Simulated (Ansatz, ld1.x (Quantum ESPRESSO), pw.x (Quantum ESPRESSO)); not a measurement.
Equation-of-state test of one TM potential (P)

ld1.x (Quantum ESPRESSO) 7.5 input, shortened:

```
&input
   title='P', zed=15., rel=1, dft='PBESOL', iswitch=3,
   config='[Ne] 3s1 3p4'
 /
 &inputp
   pseudotype=2, tm=.true., lloc=-1, rcloc=1.15,
   nlcc=.true., new_core_ps=.true., rcore=0.78
 /
2
3S  1  0   1.00   0.00  1.40  1.40  0.0
3P  2  1   4.00   0.00  1.30  1.30  0.0
 &test
   configts(1)='3s1 3p4'
 /
```

Atomic tests: cutoffs needed: 55 Ry and 100 Ry (the cutoffs (Ry, on a coarse ladder) from which the occupation-weighted sum of valence levels, in a spherical-Bessel basis at the reference potential, stays within 10 and 1 mRy of its value at 400 Ry); ghost test: no extra level below or beside the all-electron valence levels (s, p, d, f tested) (spherical-Bessel basis up to 400 Ry, 20 bohr box); largest excitation error: +80 meV (all-electron minus pseudo) for 3s2 3p0, out of 7 test configurations.

Crystal test: fcc P in pw.x 7.5, no spin, 15³ k-points, Fermi–Dirac smearing 0.01 Ry, cutoffs 120/480 Ry. The reference is all-electron LAPW (Ansatz 0.2.0) with the same functional, mesh and smearing; V0 and B0 come from Birch–Murnaghan fits to the pressures at five volumes. Errors are pseudo minus all-electron; Δ is the rms difference of the E(V) curves that follow from these fits, minima aligned, over ±6 % about the mean V0. Mesh and smearing are coarse, so the numbers serve the comparison and aren't converged zero-temperature values; the lattice is a test structure that the element need not adopt.

```csv
V (Å³/atom),P all-electron (GPa),P pseudo (GPa)
13.391,5.09,8.22
13.744,2.06,4.92
14.096,-0.60,1.99
14.448,-2.97,-0.63
14.801,-5.09,-2.96
```

All-electron: a0 = 3.827 Å (V0 = 14.01 Å³/atom), B0 = 103.0 GPa.

Pseudopotential: mean pressure error (GPa): +2.61; a0 (Å): 3.858; a0 error (%): +0.82; B0 error (%): +0.5; Δ (meV/atom): 7.9. This is a poor potential for the solid.

Question: At the middle volume, how do free energy and pressure move when the wave cutoff is lowered (ecutrho kept at four times it)?

Answer:

```json
{"cutoff (Ry)": "54", "shift of F (meV/atom)": "+78.8", "shift of P (GPa)": "-3.49"}
{"cutoff (Ry)": "72", "shift of F (meV/atom)": "+15.6", "shift of P (GPa)": "-0.12"}
{"cutoff (Ry)": "96", "shift of F (meV/atom)": "+7.8", "shift of P (GPa)": "-0.27"}
```

Input at the middle volume:

```
&control
  calculation='scf', prefix='x', pseudo_dir='./', outdir='./tmp', tstress=.true., disk_io='low'
/
&system
  ibrav=0, nat=1, ntyp=1, ecutwfc=120, ecutrho=480, nbnd=9,
  occupations='smearing', smearing='fd', degauss=0.01
/
&electrons
  conv_thr=1e-09, mixing_beta=0.4, electron_maxstep=70
/
ATOMIC_SPECIES
P 1.0 P.UPF
CELL_PARAMETERS angstrom
  0.00000000 1.91729364 1.91729364
  1.91729364 0.00000000 1.91729364
  1.91729364 1.91729364 0.00000000
ATOMIC_POSITIONS crystal
P 0.0000 0.0000 0.0000
K_POINTS automatic
15 15 15 0 0 0
```

```bash
pw.x < P.scf.in > P.scf.out
```

Lines of the output:

```
Message from routine setup:
     using ibrav=0 with symmetry is DISCOURAGED, use correct ibrav instead
     lattice parameter (alat)  =       5.1239  a.u.
     unit-cell volume          =      95.1245 (a.u.)^3
     number of electrons       =         5.00
     number of Kohn-Sham states=            9
     kinetic-energy cutoff     =     120.0000  Ry
     charge density cutoff     =     480.0000  Ry
     scf convergence threshold =      1.0E-09
     Exchange-correlation= PBESOL
     number of k points=   120  Fermi-Dirac smearing, width (Ry)=  0.0100
     iteration #  1     ecut=   120.00 Ry     beta= 0.40
     total energy              =     -29.87888310 Ry
     estimated scf accuracy    <       0.00108116 Ry
     iteration #  2     ecut=   120.00 Ry     beta= 0.40
     total energy              =     -29.87881420 Ry
     estimated scf accuracy    <       0.00032216 Ry
     iteration #  3     ecut=   120.00 Ry     beta= 0.40
     total energy              =     -29.87882696 Ry
     estimated scf accuracy    <       0.00000177 Ry
     iteration #  4     ecut=   120.00 Ry     beta= 0.40
     total energy              =     -29.87882744 Ry
     estimated scf accuracy    <       0.00000005 Ry
     iteration #  5     ecut=   120.00 Ry     beta= 0.40
     total energy              =     -29.87882745 Ry
     estimated scf accuracy    <          2.1E-09 Ry
     iteration #  6     ecut=   120.00 Ry     beta= 0.40
     the Fermi energy is    11.6367 ev
!    total energy              =     -29.87882745 Ry
     estimated scf accuracy    <          4.0E-11 Ry
     smearing contrib. (-TS)   =      -0.00236128 Ry
     The total energy is F=E-TS. E is the sum of the following terms:
     one-electron contribution =       6.13370838 Ry
     hartree contribution      =       0.19987026 Ry
     xc contribution           =     -20.39214612 Ry
     ewald contribution        =     -15.81789869 Ry
     convergence has been achieved in   6 iterations
          total   stress  (Ry/bohr**3)                   (kbar)     P=       19.87
```

The run at the middle volume (120 k-points, 6 iterations) took about 20 s on one core of a shared host (Neoverse-V2, 192 threads, 742 GiB, load 96).
